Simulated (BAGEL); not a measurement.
# A workflow on Si2H5Cl (SMILES [SiH3][SiH2]Cl)

Wanted: a single-point energy (HF/6-31G*), then a single-point energy (NEVPT2(2,2)/6-31G*), then a single-point energy (CASPT2(2,2)/6-31G*) of Si2H5Cl. 

Program for the calculation: BAGEL 1.2.2.

1 further run of the same task is left out (set aside as unsound or not needed).

**1. The molecule**

The species is Si2H5Cl (8 atoms), meant as a singlet with charge 0. SMILES: `[SiH3][SiH2]Cl`. The Si2–Cl3 distance was set to 3.303 Å, away from the relaxed value. At this shape a bond of the SMILES string is far longer than usual.

Bond lengths: Si1–Si2 2.338 Å, Si1–H4 1.488 Å, Si1–H5 1.486 Å, Si1–H6 1.486 Å, Si2–H7 1.485 Å, Si2–H8 1.485 Å. Angles: Si1–Si2–H7 111.9°, Si1–Si2–H8 111.8°, Si2–Si1–H4 109.6°, Si2–Si1–H5 109.6°, Si2–Si1–H6 109.6°, H7–Si2–H8 108.8°, H4–Si1–H5 109.3°, H4–Si1–H6 109.3°, H5–Si1–H6 109.5°. A long bond or contact: Si2–Cl3 3.303 Å.

**2. The energy at HF/6-31G(d) (density fitting with svp-jkfit, spherical functions) (run 1)**

File job.json:

```json
{ "bagel" : [

{
  "title" : "molecule",
  "basis" : "6-31gs.json",
  "df_basis" : "svp-jkfit",
  "angstrom" : false,
  "geometry" : [
    { "atom" : "Si", "xyz" : [    -3.44195472,     0.88867395,    -1.39755640 ] },
    { "atom" : "Si", "xyz" : [    -1.02329426,    -2.55176144,    -0.04413455 ] },
    { "atom" : "Cl", "xyz" : [     4.59505804,    -0.47791174,     1.71587132 ] },
    { "atom" : "H", "xyz" : [    -5.98647095,    -0.00270987,    -2.19634364 ] },
    { "atom" : "H", "xyz" : [    -2.17168082,     2.13381449,    -3.57017453 ] },
    { "atom" : "H", "xyz" : [    -3.72163419,     2.72907822,     0.70457494 ] },
    { "atom" : "H", "xyz" : [    -2.18585377,    -3.84433411,     2.15834124 ] },
    { "atom" : "H", "xyz" : [    -0.63816807,    -4.42655873,    -2.09599918 ] }
  ]
},

{ "title" : "hf" },

{ "title" : "print", "file" : "orbitals.molden", "orbitals" : true }

]}
```

The basis set 6-31G* is read from a file made from the Basis Set Exchange's data (not shown).

Started as:

```sh
BAGEL_NUM_THREADS=1 BAGEL job.json > job.out
```

Standard output:

```text
* using 1 threads per process

  ===============================================================
  ===============================================================

  *** Geometry ***

  { "atom" : "Si", "xyz" : [     -3.441955,      0.888674,     -1.397556 ] },
  { "atom" : "Si", "xyz" : [     -1.023294,     -2.551761,     -0.044135 ] },
  { "atom" : "Cl", "xyz" : [      4.595058,     -0.477912,      1.715871 ] },
[... 4 lines of this table left out ...]
  { "atom" : "H", "xyz" : [     -0.638168,     -4.426559,     -2.095999 ] },

  Number of auxiliary basis functions:      474

  Since a DF basis is specified, we compute 2- and 3-index integrals:
    o Being stored without compression. Storage requirement is 0.016 GB

  Number of basis functions:       64
  Number of electrons      :       50

    * METHOD: MOLECULE                             0.23

  *** RHF ***

  === Nuclear Repulsion ===
   157.8194498626

      * DIIS with orbital gradients will be used.

  === RHF iteration (6-31gs.json) ===
      0      -1040.00034115          0.01162654           0.07
      1      -1040.10074159          0.00638501           0.06
      2      -1040.13373564          0.00157101           0.06
[... 9 lines of this table left out ...]
     12      -1040.13592041          0.00000001           0.06
    * SCF iteration converged.

    * Permanent dipole moment:
           (    3.244439,     0.755420,     1.076499) a.u.

    * METHOD: HF                                   0.94

    * METHOD: PRINT                                0.01

  ===============================================================
```

Run time: 1.3 s. Hardware: 1 thread of Arm Neoverse V1, shared host; peak memory 0.14 GiB.

**3. A single-point energy at NEVPT2(2,2)/6-31G(d) (density fitting with svp-jkfit, spherical functions) (run 2)**

File input.json:

```json
{ "bagel" : [

{
  "title" : "molecule",
  "basis" : "6-31gs.json",
  "df_basis" : "svp-jkfit",
  "geometry" : [
    { "atom" : "Si", "xyz" : [    -3.44195472,     0.88867395,    -1.39755640 ] },
    { "atom" : "Si", "xyz" : [    -1.02329426,    -2.55176144,    -0.04413455 ] },
    { "atom" : "Cl", "xyz" : [     4.59505804,    -0.47791174,     1.71587132 ] },
    { "atom" : "H", "xyz" : [    -5.98647095,    -0.00270987,    -2.19634364 ] },
    { "atom" : "H", "xyz" : [    -2.17168082,     2.13381449,    -3.57017453 ] },
    { "atom" : "H", "xyz" : [    -3.72163419,     2.72907822,     0.70457494 ] },
    { "atom" : "H", "xyz" : [    -2.18585377,    -3.84433411,     2.15834124 ] },
    { "atom" : "H", "xyz" : [    -0.63816807,    -4.42655873,    -2.09599918 ] }
  ]
},

{ "title" : "hf" },

{ "title" : "casscf", "nstate" : 1, "nact" : 2, "nclosed" : 24, "active" : [25, 26], "maxiter" : 200, "natocc" : "true" },

{ "title" : "nevpt2", "nstate" : 1, "nact" : 2, "nclosed" : 24, "active" : [25, 26], "maxiter" : 200, "natocc" : "true", "ncore" : 15 },

{ "title" : "print", "file" : "orbitals.molden", "orbitals" : "true" }

]}
```

The basis set 6-31G* is read from a file made from the Basis Set Exchange's data (not shown).

Started as:

```sh
BAGEL_NUM_THREADS=1 BAGEL input.json > input.out
```

Standard output:

```text
* using 1 threads per process

  ===============================================================
  ===============================================================

  *** Geometry ***

  { "atom" : "Si", "xyz" : [     -3.441955,      0.888674,     -1.397556 ] },
  { "atom" : "Si", "xyz" : [     -1.023294,     -2.551761,     -0.044135 ] },
  { "atom" : "Cl", "xyz" : [      4.595058,     -0.477912,      1.715871 ] },
[... 4 lines of this table left out ...]
  { "atom" : "H", "xyz" : [     -0.638168,     -4.426559,     -2.095999 ] },

[... 23 lines left out ...]
    * SCF iteration converged.
[... 1 line left out ...]
    * Permanent dipole moment:
[... 27 lines left out ...]
    * Second-order optimization converged. *
[... 9 lines left out ...]
     * ci vector, state   0, <S^2> = 0.0000
[... 3 lines left out ...]
    * METHOD: CASSCF                               5.87

    * freezing 15 orbitals

  === DF-NEVPT2 calculation ===

    * 3-index integral transformation done
    * assembly done

      NEVPT2 correlation energy:   -0.2636826762      0.06

          (+0)     -0.1907744608
          (+0)'    -0.0195982298
          (+1)     -0.0139309757
          (+1)'    -0.0000000000
          (+2)     -0.0006888472
          (-1)     -0.0364131747
          (-1)'     0.0000000000
          (-2)     -0.0022769880

      NEVPT2 total energy:       -1040.4283091278

    * METHOD: NEVPT2                               0.16

    * METHOD: PRINT                                0.01

  ===============================================================
```

It took 7.5 s on 1 thread of Arm Neoverse V1, shared host; peak memory 0.14 GiB.

**4. The energy at CASPT2(2,2)/6-31G(d) (density fitting with svp-jkfit, spherical functions) (run 3)**

File calc.json:

```json
{ "bagel" : [

{
  "title" : "molecule",
  "basis" : "6-31gs.json",
  "df_basis" : "svp-jkfit",
  "angstrom" : "false",
  "geometry" : [
    { "atom" : "Si", "xyz" : [    -3.44195472,     0.88867395,    -1.39755640 ] },
    { "atom" : "Si", "xyz" : [    -1.02329426,    -2.55176144,    -0.04413455 ] },
    { "atom" : "Cl", "xyz" : [     4.59505804,    -0.47791174,     1.71587132 ] },
    { "atom" : "H", "xyz" : [    -5.98647095,    -0.00270987,    -2.19634364 ] },
    { "atom" : "H", "xyz" : [    -2.17168082,     2.13381449,    -3.57017453 ] },
    { "atom" : "H", "xyz" : [    -3.72163419,     2.72907822,     0.70457494 ] },
    { "atom" : "H", "xyz" : [    -2.18585377,    -3.84433411,     2.15834124 ] },
    { "atom" : "H", "xyz" : [    -0.63816807,    -4.42655873,    -2.09599918 ] }
  ]
},

{
  "title" : "hf"
},

{
  "title" : "casscf",
  "nstate" : 1,
  "nact" : 2,
  "nclosed" : 24,
  "active" : [25, 26],
  "maxiter" : 200,
  "natocc" : "true"
},

{
  "title" : "print",
  "file" : "orbitals.molden",
  "orbitals" : "true"
},

{
  "title" : "smith",
  "method" : "caspt2",
  "ms" : "true",
  "xms" : "true",
  "sssr" : "true",
  "shift" : 0.2,
  "shift_imag" : "true",
  "ncore" : 15
}

]}
```

The basis set 6-31G* is read from a file made from the Basis Set Exchange's data (not shown).

Started as:

```sh
BAGEL_NUM_THREADS=1 BAGEL calc.json > calc.out
```

Standard output:

```text
* using 1 threads per process

  ===============================================================
  ===============================================================

  *** Geometry ***

  { "atom" : "Si", "xyz" : [     -3.441955,      0.888674,     -1.397556 ] },
  { "atom" : "Si", "xyz" : [     -1.023294,     -2.551761,     -0.044135 ] },
  { "atom" : "Cl", "xyz" : [      4.595058,     -0.477912,      1.715871 ] },
[... 4 lines of this table left out ...]
  { "atom" : "H", "xyz" : [     -0.638168,     -4.426559,     -2.095999 ] },

[... 25 lines left out ...]
    * Permanent dipole moment:
[... 37 lines left out ...]
     * ci vector, state   0, <S^2> = 0.0000
[... 21 lines left out ...]
       #      aibj      arbs      arbi      airj      risj      airs      arst      rist         Etot      error   time
[... 8 lines left out ...]
      ------------------------------------------------------------------------------------------------------------------

    * CASPT2 energy : state  0    -1040.4304070195
        w/o shift correction      -1040.4280476380
        reference weight              0.8958947997

    * METHOD: SMITH                                0.26

  ===============================================================
```

Run time: 7.5 s. Hardware: 1 thread of Arm Neoverse V1, shared host; peak memory 0.14 GiB.

**5. Summary of results**

| quantity | value |
| --- | --- |
| run 1, HF/6-31G*: total energy | -1040.13592 Eh |
| run 1, HF/6-31G*: dipole moment | 8.90 D |
| run 1, HF/6-31G*: HOMO energy | -9.86 eV |
| run 1, HF/6-31G*: LUMO energy | -1.38 eV |
| run 1, HF/6-31G*: HOMO–LUMO gap | 8.48 eV |
| run 2, NEVPT2(2,2)/6-31G*: total energy | -1040.42831 Eh |
| run 3, CASPT2(2,2)/6-31G*: total energy | -1040.43041 Eh |

What this shows: One bond (run 1, HF/6-31G*) is far stretched, which a spin-restricted single reference describes badly; a broken-symmetry solution may lie lower.
